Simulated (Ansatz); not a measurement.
`CC#CCF` + `C=N` → `C=NC#CC` + fluoromethane  (substitution at a C–C bond)

Computed with Ansatz on PBE0-D4/def2-TZVP structures; ΔE is electronic, products minus reactants. CCSD(T)/CBS is the MP2 limit (def2-TZVPP, def2-QZVPP) plus CCSD(T) − MP2 in def2-TZVPP, frozen cores. This one scheme is used for every species. DFT in def2-TZVPP.

| species | BHLYP-D4 energy (Eh) |
| --- | --- |
| `CC#CCF` | -255.17973 |
| `C=N` | -94.60992 |
| `C=NC#CC` | -210.04269 |
| `CF` | -139.74036 |

Q: Work out ΔE.

A: ΔE = (-210.04269) + (-139.74036) − (-255.17973) − (-94.60992) = 0.00660 Eh = +4.1 kcal/mol. CCSD(T)/CBS gives +5.7 kcal/mol.

Largest T1 diagnostic among the species: 0.013.

Leaving LDA and LC-ωPBE aside and taking each functional with its dispersion term where it has one, the values, not all of them listed here, spread over 4.6 kcal/mol, from revPBE-D4 to ωB97M-V. LDA lies −1.2 kcal/mol from PBE without D4. At CCSD(T), def2-SVP lies −1.3 kcal/mol from the extrapolated value and def2-TZVPP +0.1 kcal/mol.
